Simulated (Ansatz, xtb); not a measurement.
# C4H4O: which of two isomers lies lower

Structure a: `C#C/C=C/O`, a singlet. Structure b: `C#C/C=C\O`, a singlet. Both are isolated molecules in the gas phase, relaxed with PBE0-D3(BJ)/def2-SVP; the shapes shown needn't be the lowest conformers.

a (Å):

```json
{"atom": "C", "x (Å)": "-0.9092", "y (Å)": "2.7870", "z (Å)": "3.3362"}
{"atom": "C", "x (Å)": "-0.8340", "y (Å)": "2.2695", "z (Å)": "2.2392"}
{"atom": "C", "x (Å)": "-0.7200", "y (Å)": "1.6562", "z (Å)": "0.9663"}
{"atom": "C", "x (Å)": "-1.6989", "y (Å)": "1.7112", "z (Å)": "0.0451"}
{"atom": "O", "x (Å)": "-1.5779", "y (Å)": "1.1261", "z (Å)": "-1.1561"}
{"atom": "H", "x (Å)": "-0.9792", "y (Å)": "3.2455", "z (Å)": "4.3046"}
{"atom": "H", "x (Å)": "0.2009", "y (Å)": "1.1158", "z (Å)": "0.7222"}
{"atom": "H", "x (Å)": "-2.6353", "y (Å)": "2.2428", "z (Å)": "0.2535"}
{"atom": "H", "x (Å)": "-2.3756", "y (Å)": "1.2741", "z (Å)": "-1.6716"}
```

b (Å):

```xyz
9

C    -1.6665    1.9395    3.0951
C    -1.0447    1.9269    2.0488
C    -0.3904    1.9140    0.7903
C    -1.1096    1.9330   -0.3536
O    -2.4373    1.9643   -0.4284
H    -2.1907    1.9500    4.0326
H     0.6998    1.8885    0.7403
H    -0.6332    1.9237   -1.3376
H    -2.7933    1.9710    0.4753
```

Quicker runs give these differences E(b) − E(a): GFN2-xTB −14.9 kJ/mol; HF/STO-3G −14.4 kJ/mol (at GFN2-xTB geometries); r2SCAN-D4/def2-SVP −19.5 kJ/mol (at GFN2-xTB geometries).

**Question.** Estimate E(b) − E(a) at the level CCSD(T)/def2-SVP + ΔMP2/def2-TZVPP.

**Answer.** Calculated at CCSD(T)/def2-SVP + ΔMP2/def2-TZVPP: E(b) − E(a) = −17.7 kJ/mol, so structure b lies lower.

How the difference moves with the method:

```tsv
level	geometry	E(b) − E(a) (kJ/mol)	departure from the last row (kJ/mol)	job, with rough time for the two
GFN2-xTB	GFN2-xTB	−14.9	+2.8	optimisation, 0.1 s
HF/STO-3G	GFN2-xTB	−14.4	+3.3	single point, 0.22 s
r2SCAN-D4/def2-SVP	GFN2-xTB	−19.5	−1.8	single point, 2.5 s
PBE0-D3(BJ)/def2-SVP	PBE0-D3(BJ)/def2-SVP	−19.9	−2.2	optimisation, 24 s
HF/def2-SVP	PBE0-D3(BJ)/def2-SVP	−15.2	+2.5	part of the CCSD(T) run
MP2/def2-SVP	PBE0-D3(BJ)/def2-SVP	−17.9	−0.2	part of the CCSD(T) run
CCSD(T)/def2-SVP	PBE0-D3(BJ)/def2-SVP	−16.1	+1.6	single point
CCSD(T)/def2-SVP + ΔMP2/def2-TZVPP	PBE0-D3(BJ)/def2-SVP	−17.7		single point, 20 s
```

As drawn, both hold the same kinds of bond in the same numbers.

The levels shown agree on the order. The largest departure from CCSD(T)/def2-SVP + ΔMP2/def2-TZVPP is that of HF/STO-3G, 3.3 kJ/mol. The last row adds to CCSD(T) the change of the MP2 difference between the two basis sets, here −1.6 kJ/mol.

With harmonic frequencies from PBE0-D3(BJ)/def2-SVP (ideal gas, rigid rotor, one conformer each, 298.15 K, 1 atm): the zero-point term adds +1.9 kJ/mol; ΔH is −16.8 and ΔG −15.9 kJ/mol.

The correlated steps freeze 5 core orbitals. Codes used: Ansatz 0.2.0, xtb 6.7.1; the last row on 2 threads of Arm Neoverse V1 on a shared host.
